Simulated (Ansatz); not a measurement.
Density of states of RbCaH3 (Pm-3m, a = 4.517 Å, b = 4.517 Å, c = 4.517 Å, α = 90.00°, β = 90.00°, γ = 90.00°), in states per eV and primitive cell, averaged over bins of 0.4 eV. Computed with Ansatz, DFT r2SCAN, scalar-relativistic, plane waves, PAW.

Cutoff 500 eV; k points 6×6×6 on the computed 5-atom cell (Γ-centred); Gaussian smearing, width 0.02 eV; no spin polarisation.

The cell is relaxed at this level. The states (both spins) are summed by tetrahedra on a 9×9×9 mesh at the self-consistent density. Energies are bin centres; the table starts no lower than −8 eV and ends at 6 eV, or lower where the solved bands end.

The gap is 3.77 eV at this level, with the zero inside it.

```
E − E_F (eV) total H 1s Rb 5s Ca 4s Rb 4p
       -4.35   0.23  0.11   0.06   0.05   0.00
       -3.95   0.55  0.28   0.11   0.12   0.01
       -3.55   1.08  0.64   0.13   0.25   0.03
       -3.15   1.95  1.34   0.09   0.43   0.05
       -2.75   0.90  0.69   0.02   0.15   0.01
       -2.35   2.81  2.37   0.24   0.04   0.01
       -1.95   7.48  6.85   0.16   0.01   0.04
       -1.55   0.00  0.00   0.00   0.00   0.00
       -1.15   0.00  0.00   0.00   0.00   0.00
       -0.75   0.00  0.00   0.00   0.00   0.00
       -0.35   0.00  0.00   0.00   0.00   0.00
        0.05   0.00  0.00   0.00   0.00   0.00
        0.45   0.00  0.00   0.00   0.00   0.00
        0.85   0.00  0.00   0.00   0.00   0.00
        1.25   0.00  0.00   0.00   0.00   0.00
        1.65   0.00  0.00   0.00   0.00   0.00
        2.05   0.21  0.01   0.11   0.00   0.00
        2.45   0.84  0.03   0.38   0.01   0.00
        2.85   1.62  0.06   0.63   0.03   0.00
        3.25   1.72  0.04   0.25   0.04   0.00
        3.65   3.35  0.04   0.18   0.04   0.00
        4.05   3.81  0.02   0.12   0.04   0.00
        4.45   2.29  0.01   0.05   0.03   0.00
        4.85   3.53  0.08   0.16   0.68   0.00
        5.25   4.19  0.05   0.13   0.45   0.00
        5.65   4.56  0.03   0.07   0.10   0.00
```

The columns after the total are the main Löwdin projections on the occupied valence shells of the potentials; 1 other is left out. The rest of the total lies in those, in shells that are empty in the free atom, which aren't projected, and between the atoms.

Cost: 1 run of about 1.5 core-minutes, on AMD EPYC (Zen 3) (shared hosts).